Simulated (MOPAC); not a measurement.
MOPAC input (AM1):

```
AM1 FORCE THERMO(298,298) PRECISE LET CHARGE=-1 GEO-OK AUX(PRECISION=9) THREADS=1
CH3S

C    -1.07664127 1   -0.06217620 1   -0.00309009 1
S     0.65242138 1    0.03767741 1    0.00187273 1
H    -1.44312374 1   -0.73848833 1   -0.81235013 1
H    -1.46442744 1   -0.45799431 1    0.96621670 1
H    -1.54188278 1    0.93952751 1   -0.16663967 1
```

Task: Which zero-point energy does it print?

Result: 22.84 kcal/mol, from the harmonic wavenumbers of AM1.
